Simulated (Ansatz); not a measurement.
C3H6O3 (`COC(O)C=O`), relaxed with RKS PBE0-D4/def2-TZVP in Ansatz 0.2.0 from a PBE-D4/def2-SVP geometry. The force threshold is 0.005 eV/Å; the program also tests the step.

Total charge 0; spin multiplicity 1.

Start:

```xyz
12

C    -0.917    1.596   -0.080
O    -0.388    0.414   -0.659
C     0.132   -0.488    0.294
O     1.251   -0.041    0.979
C     0.487   -1.725   -0.545
O     1.637   -2.109   -0.627
H    -1.295    2.227   -0.907
H    -0.140    2.156    0.484
H    -1.761    1.368    0.615
H    -0.663   -0.741    1.046
H     2.016   -0.443    0.504
H    -0.358   -2.213   -1.106
```

Question: By how much does the energy fall, and how many steps does the optimiser take? (An estimate is asked.)

Answer: Computed: 6.14 kJ/mol, in 11 steps, 1 of them rejected.

Question: Which bonds change most? (Best estimate.)

Answer: The calculation gave: C5–H12 from 1.125 to 1.105 Å; C3–H10 from 1.123 to 1.104 Å; C1–H9 from 1.117 to 1.098 Å; C1–H8 from 1.112 to 1.093 Å.

Question: Give the relaxed structure. (Estimate.)

Answer: Ansatz gave: 
```xyz
12

C    -0.912    1.585   -0.072
O    -0.380    0.416   -0.658
C     0.134   -0.482    0.276
O     1.240   -0.023    0.959
C     0.478   -1.715   -0.547
O     1.597   -2.143   -0.594
H    -1.309    2.194   -0.883
H    -0.141    2.145    0.463
H    -1.724    1.337    0.623
H    -0.645   -0.731    1.018
H     2.016   -0.418    0.534
H    -0.354   -2.165   -1.120
```
